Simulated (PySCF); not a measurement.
# C4H5P: magnetic properties

What do calculations give for the magnetic properties of C4H5P (`c1cc[pH]c1`)?

Programs: PySCF 2.14.0, with routines of our own; each step states its level. All values are computed. Atoms count from 0.

## Step 1: The system as given

10 atoms, charge 0, multiplicity 1; geometry from: GFN2-xTB.

## Step 2: Optimising the geometry at PBE0-D3(BJ)/def2-SVP

Job settings and geometry (Å):

```
{"job": {"xc": "PBE0", "basis": "def2-SVP", "d3": "d3bj", "grid": 1, "kind": "geom"}, "charge": 0, "multiplicity": 1}
C     -0.368879    -1.056382     0.266235
C      0.974256    -0.614711     0.002178
C      1.056085     0.660920    -0.420090
P     -0.582692     1.367777    -0.682078
C     -1.306145    -0.115580     0.045633
H     -0.577722    -2.049475     0.632270
H      1.824677    -1.259871     0.158803
H      1.965663     1.175946    -0.678104
H     -0.609709     2.144334     0.477205
H     -2.366650    -0.248305     0.175421
```

On the command line:

```
$ OMP_NUM_THREADS=1 python excited_run.py task.json out
```

One launch serves the whole session: the jobs run in the order shown.

The log of the run:

```text
step   0  E = -496.21523488  max force = 0.011868
step   1  E = -496.21766106  max force = 0.004060
step   2  E = -496.21777074  max force = 0.001861
step   3  E = -496.21781021  max force = 0.001382
step   4  E = -496.21782247  max force = 0.001439
step   5  E = -496.21782999  max force = 0.000212
optimisation converged
```

Wall time 11 s (1 thread of Arm Neoverse V2, shared host); peak memory 0.46 GiB.

Relaxation path:

```csv
step,energy from step 0 (eV),largest force component (eV/Å)
0,0.0000,0.6103
1,-0.0660,0.2088
2,-0.0690,0.0957
3,-0.0701,0.0711
4,-0.0704,0.0740
5,-0.0706,0.0109
```

Distances of close pairs at the start and the end, largest changes first:

```csv
bond,before (Å),after (Å),change (Å)
P3–H8,1.396,1.427,+0.031
C0–C1,1.438,1.454,+0.015
C0–H5,1.079,1.094,+0.015
C1–H6,1.079,1.094,+0.015
C4–H9,1.077,1.091,+0.014
C2–H7,1.077,1.091,+0.014
C0–C4,1.346,1.358,+0.011
C1–C2,1.346,1.357,+0.011
```

The next job starts from the end point, and lists it.

```csv
at the end point,value
point group (found at 0.08 Å tolerance),Cs
"rotational constants (GHz, main isotopes)","7.362, 5.062, 3.066"
dipole moment (D),0.73
```

## Step 3: Magnetic properties: GIAO B3LYP/aug-pcSseg-1

Job settings and geometry (Å):

```
{"job": {"kind": "mag", "xc": "B3LYP", "basis": "aug-pcSseg-1", "isotopologues": 2}, "charge": 0, "multiplicity": 1}
C     -0.359734    -1.037292     0.292810
C      0.998950    -0.598955     0.019814
C      1.097939     0.701413    -0.356984
P     -0.548374     1.396281    -0.601036
C     -1.300460    -0.072810     0.125875
H     -0.589365    -2.060900     0.601447
H      1.856730    -1.271041     0.110759
H      2.028114     1.209094    -0.616623
H     -0.633172     2.329958     0.474556
H     -2.373132    -0.213006     0.267757
```

With the program's defaults for keys left out, this is: GIAO B3LYP/aug-pcSseg-1 magnetisability, rotational g tensor and spin-rotation constants, non-relativistic, gas phase.

The log of the run:

```text
coarse grid: 9072 points
cycle   1  E = -496.6608581214  dE =  6.535e-01  |g| = 3.914e-01  |ddm| = 5.816e+00
cycle   2  E = -496.6129306264  dE =  4.793e-02  |g| = 5.596e-01  |ddm| = 2.823e+00
cycle   3  E = -496.7024954860  dE = -8.956e-02  |g| = 5.501e-02  |ddm| = 2.087e+00
cycle   4  E = -496.7029740102  dE = -4.785e-04  |g| = 4.453e-02  |ddm| = 2.373e-01
cycle   5  E = -496.7035075390  dE = -5.335e-04  |g| = 7.800e-03  |ddm| = 9.578e-02
cycle   6  E = -496.7035244064  dE = -1.687e-05  |g| = 1.638e-03  |ddm| = 2.304e-02
cycle   7  E = -496.7035249502  dE = -5.438e-07  |g| = 3.176e-04  |ddm| = 4.731e-03
final grid: 83624 points
cycle   8  E = -496.7414821256  dE = -1.794e-05  |g| = 4.000e-03  |ddm| = 1.897e-01
cycle   9  E = -496.7414785948  dE =  3.531e-06  |g| = 5.297e-03  |ddm| = 2.532e-02
cycle  10  E = -496.7414862965  dE = -7.702e-06  |g| = 6.697e-04  |ddm| = 1.849e-02
cycle  11  E = -496.7414864281  dE = -1.316e-07  |g| = 2.664e-04  |ddm| = 2.602e-03
cycle  12  E = -496.7414864465  dE = -1.837e-08  |g| = 7.180e-05  |ddm| = 6.794e-04
cycle  13  E = -496.7414864477  dE = -1.217e-09  |g| = 1.912e-05  |ddm| = 1.423e-04
cycle  14  E = -496.7414864478  dE = -9.027e-11  |g| = 2.272e-06  |ddm| = 5.590e-05
converged SCF energy = -496.7414864478

Magnetisability tensor (1e-30 J/T^2)
     -683.37      -25.46      -69.65
      -25.46     -709.11     -176.58
      -69.65     -176.58    -1307.84
isotropic -900.10   principal values   -1364.06   -677.63   -658.62
isotropic susceptibility -54.206 1e-6 cm^3/mol

Inertial axes            a          b          c
rot. const./GHz      7.3615     5.0617     3.0664
chi total           -39.871    -40.808    -81.938
chi diamagnetic    -246.066   -307.969   -467.175
chi paramagnetic    206.196    267.161    385.237
quadrupole/D A        1.696      4.187     -5.884
g nuclear            0.6204     0.5703     0.5834
g electronic        -0.7131    -0.6353    -0.5550
g total             -0.0927    -0.0650     0.0284

Spin-rotation constants (kHz, H = +C I.J)
atom  isotope        aa         bb         cc
  3    31P       11.470      6.808      4.922
  5     1H        0.300     -0.134     -0.311
  6     1H        0.303     -0.136     -0.311
  7     1H       -0.685      0.552     -0.343
  8     1H       -0.392     -0.499      0.064
  9     1H       -0.684      0.551     -0.343
  0    13C*       2.980      2.393      0.507
  2    13C*       2.610      2.607      0.463
* in the singly substituted isotopologue

Isotopologues: g along a, b, c
2H    at 5,6,7,8,9         -0.0757    -0.0568     0.0245
13C   at 0                 -0.0920    -0.0639     0.0280
```

Wall time 13 s (1 thread of Arm Neoverse V2, shared host); peak memory 0.73 GiB.

From this job:

```csv
quantity,value
magnetisability,-900·10⁻³⁰ J/T²
molar susceptibility,-54.2·10⁻⁶ cm³/mol
"rotational g (a, b, c)","-0.0927, -0.0650, 0.0284"
```

## Step 4: Magnetic properties: GIAO mPW1PW91/6-31G

The job, as its differences from that of step 3:

```diff
@@ -1,2 +1,2 @@
-{"job": {"kind": "mag", "xc": "B3LYP", "basis": "aug-pcSseg-1", "isotopologues": 2}, "charge": 0, "multiplicity": 1}
+{"job": {"kind": "mag", "xc": "mPW1PW91", "basis": "6-31G"}, "charge": 0, "multiplicity": 1}
 C     -0.359734    -1.037292     0.292810
```

Level: GIAO mPW1PW91/6-31G magnetisability, rotational g tensor and spin-rotation constants, non-relativistic, gas phase.

The log of the run:

```text
coarse grid: 9072 points
cycle   1  E = -496.6531908956  dE =  7.612e-01  |g| = 2.977e-01  |ddm| = 3.172e+00
cycle   2  E = -496.6466247999  dE =  6.566e-03  |g| = 3.287e-01  |ddm| = 8.102e-01
cycle   3  E = -496.6802852987  dE = -3.366e-02  |g| = 4.320e-02  |ddm| = 5.455e-01
cycle   4  E = -496.6806753719  dE = -3.901e-04  |g| = 2.914e-02  |ddm| = 9.170e-02
cycle   5  E = -496.6809081475  dE = -2.328e-04  |g| = 4.868e-03  |ddm| = 3.235e-02
cycle   6  E = -496.6809162891  dE = -8.142e-06  |g| = 6.252e-04  |ddm| = 8.033e-03
final grid: 83624 points
cycle   7  E = -496.6279484284  dE = -8.135e-06  |g| = 4.823e-03  |ddm| = 1.692e-02
cycle   8  E = -496.6279446374  dE =  3.791e-06  |g| = 5.854e-03  |ddm| = 1.367e-02
cycle   9  E = -496.6279555969  dE = -1.096e-05  |g| = 4.677e-04  |ddm| = 8.901e-03
cycle  10  E = -496.6279556629  dE = -6.609e-08  |g| = 1.597e-04  |ddm| = 7.837e-04
cycle  11  E = -496.6279556698  dE = -6.825e-09  |g| = 1.644e-05  |ddm| = 2.059e-04
cycle  12  E = -496.6279556699  dE = -1.206e-10  |g| = 2.994e-06  |ddm| = 4.973e-05
converged SCF energy = -496.6279556699

Magnetisability tensor (1e-30 J/T^2)
     -720.86      -17.06      -69.65
      -17.06     -767.68     -173.04
      -69.65     -173.04    -1336.98
isotropic -941.84   principal values   -1393.09   -720.02   -712.41
isotropic susceptibility -56.719 1e-6 cm^3/mol

Inertial axes            a          b          c
rot. const./GHz      7.3615     5.0617     3.0664
chi total           -43.528    -42.902    -83.726
chi diamagnetic    -244.252   -306.552   -465.323
chi paramagnetic    200.725    263.650    381.597
quadrupole/D A        1.492      4.659     -6.151
g nuclear            0.6204     0.5703     0.5834
g electronic        -0.6942    -0.6270    -0.5497
g total             -0.0738    -0.0566     0.0337

Spin-rotation constants (kHz, H = +C I.J)
atom  isotope        aa         bb         cc
  3    31P        9.421      5.530      4.275
  5     1H        0.233     -0.155     -0.331
  6     1H        0.235     -0.157     -0.331
  7     1H       -0.700      0.478     -0.360
  8     1H       -0.503     -0.533      0.012
  9     1H       -0.700      0.477     -0.360
  0    13C*       2.516      2.108      0.413
  2    13C*       2.319      2.260      0.378
* in the singly substituted isotopologue
```

Run time: 3.4 s. Hardware: 1 thread of Arm Neoverse V2, shared host; peak memory 0.52 GiB.

Key values:

```csv
quantity,value
magnetisability,-942·10⁻³⁰ J/T²
molar susceptibility,-56.7·10⁻⁶ cm³/mol
"rotational g (a, b, c)","-0.0738, -0.0566, 0.0337"
```

## Step 5: Magnetic properties: GIAO KT2/3-21G

The job, as its differences from that of step 4:

```diff
@@ -1,2 +1,2 @@
-{"job": {"kind": "mag", "xc": "mPW1PW91", "basis": "6-31G"}, "charge": 0, "multiplicity": 1}
+{"job": {"kind": "mag", "xc": "KT2", "basis": "3-21G"}, "charge": 0, "multiplicity": 1}
 C     -0.359734    -1.037292     0.292810
```

Method: GIAO KT2/3-21G magnetisability, rotational g tensor and spin-rotation constants, non-relativistic, gas phase.

The log of the run:

```text
coarse grid: 9072 points
cycle   1  E = -499.7331001821  dE =  3.273e-01  |g| = 3.230e-01  |ddm| = 3.393e+00
cycle   2  E = -499.6962399828  dE =  3.686e-02  |g| = 4.622e-01  |ddm| = 1.238e+00
cycle   3  E = -499.7622006822  dE = -6.596e-02  |g| = 7.824e-02  |ddm| = 8.886e-01
cycle   4  E = -499.7642482003  dE = -2.048e-03  |g| = 3.172e-02  |ddm| = 1.531e-01
cycle   5  E = -499.7645138717  dE = -2.657e-04  |g| = 9.162e-03  |ddm| = 5.018e-02
cycle   6  E = -499.7645411946  dE = -2.732e-05  |g| = 1.602e-03  |ddm| = 1.382e-02
cycle   7  E = -499.7645422335  dE = -1.039e-06  |g| = 2.474e-04  |ddm| = 4.718e-03
final grid: 83624 points
cycle   8  E = -499.7282488134  dE = -8.172e-05  |g| = 4.941e-03  |ddm| = 3.112e-02
cycle   9  E = -499.7282351832  dE =  1.363e-05  |g| = 7.937e-03  |ddm| = 1.974e-02
cycle  10  E = -499.7282550874  dE = -1.990e-05  |g| = 1.607e-03  |ddm| = 1.474e-02
cycle  11  E = -499.7282559091  dE = -8.218e-07  |g| = 4.074e-04  |ddm| = 2.393e-03
cycle  12  E = -499.7282559560  dE = -4.691e-08  |g| = 1.112e-04  |ddm| = 7.272e-04
cycle  13  E = -499.7282559593  dE = -3.275e-09  |g| = 6.235e-05  |ddm| = 2.116e-04
cycle  14  E = -499.7282559605  dE = -1.164e-09  |g| = 9.025e-06  |ddm| = 8.225e-05
cycle  15  E = -499.7282559605  dE = -3.263e-11  |g| = 1.435e-06  |ddm| = 2.602e-05
converged SCF energy = -499.7282559605

Magnetisability tensor (1e-30 J/T^2)
     -758.17      -18.22      -66.36
      -18.22     -797.10     -164.40
      -66.36     -164.40    -1345.06
isotropic -966.77   principal values   -1398.00   -751.59   -750.74
isotropic susceptibility -58.221 1e-6 cm^3/mol

Inertial axes            a          b          c
rot. const./GHz      7.3615     5.0617     3.0664
chi total           -45.435    -45.212    -84.015
chi diamagnetic    -244.709   -306.719   -464.915
chi paramagnetic    199.274    261.507    380.900
quadrupole/D A        2.146      4.820     -6.966
g nuclear            0.6204     0.5703     0.5834
g electronic        -0.6892    -0.6219    -0.5487
g total             -0.0688    -0.0515     0.0347

Spin-rotation constants (kHz, H = +C I.J)
atom  isotope        aa         bb         cc
  3    31P        8.628      5.046      3.893
  5     1H        0.203     -0.172     -0.343
  6     1H        0.206     -0.173     -0.343
  7     1H       -0.696      0.433     -0.365
  8     1H       -0.487     -0.498      0.012
  9     1H       -0.695      0.433     -0.365
  0    13C*       2.182      1.774      0.364
  2    13C*       1.952      1.872      0.325
* in the singly substituted isotopologue
```

Wall time 4.1 s (1 thread of Arm Neoverse V2, shared host); peak memory 0.52 GiB.

Key values:

```csv
quantity,value
magnetisability,-967·10⁻³⁰ J/T²
molar susceptibility,-58.2·10⁻⁶ cm³/mol
"rotational g (a, b, c)","-0.0688, -0.0515, 0.0347"
```

## Step 6: Magnetic properties (C4H5P radical): B3LYP/3-21G

The job, as its differences from that of step 5:

```diff
@@ -1,2 +1,2 @@
-{"job": {"kind": "mag", "xc": "KT2", "basis": "3-21G"}, "charge": 0, "multiplicity": 1}
+{"job": {"kind": "mag", "xc": "B3LYP", "basis": "3-21G", "scf": {"max_cycle": 88}}, "charge": 0, "multiplicity": 2}
 C     -0.359734    -1.037292     0.292810
```

Level: B3LYP/3-21G.

The log of the run:

```text
RuntimeError: Electron number 44 and spin 1 are not consistent
Note mol.spin = 2S = Nalpha - Nbeta, not 2S+1
```

Hardware: 1 thread of Arm Neoverse V2, shared host.

Diagnosis: Charge and multiplicity don't fit the number of electrons: an even count needs an odd multiplicity, and the reverse. Cure: mend the charge or the multiplicity.

## Step 7: Magnetic properties side by side

```csv
level,ξ (10⁻³⁰ J/T²),g(a),g(b),gap (eV),functions,time
GIAO B3LYP/aug-pcSseg-1,-900,-0.0927,-0.0650,5.13,182,13 s
GIAO mPW1PW91/6-31G,-942,-0.0738,-0.0566,5.75,59,3.4 s
GIAO KT2/3-21G,-967,-0.0688,-0.0515,3.85,59,4.1 s
```

## Step 8: Summary of results

| quantity | value |
| --- | --- |
| point group | Cs |
| rotational constants (main isotopes) | 7.36, 5.06, 3.07 GHz |
| magnetisability (step 3, GIAO B3LYP/aug-pcSseg-1) | -900·10⁻³⁰ J/T² |
| molar susceptibility (step 3, GIAO B3LYP/aug-pcSseg-1) | -54.2·10⁻⁶ cm³/mol |
| rotational g (a, b, c) (step 3, GIAO B3LYP/aug-pcSseg-1) | -0.0927, -0.0650, 0.0284 |
| magnetisability over the levels | -967 to -900·10⁻³⁰ J/T² |
| runs | 1 failed, 0 ended on unsound input |

In words: Relaxing lowered the energy by 0.071 eV in 5 steps; the close pair that moved most is P3–H8, from 1.396 to 1.427 Å. The magnetisability spreads by 7.1 % over 3 levels, from GIAO KT2/3-21G (4.1 s) to GIAO B3LYP/aug-pcSseg-1 (13 s); the runs took 3.4 s to 13 s. Vibrational averaging and real surroundings are missing from these values.
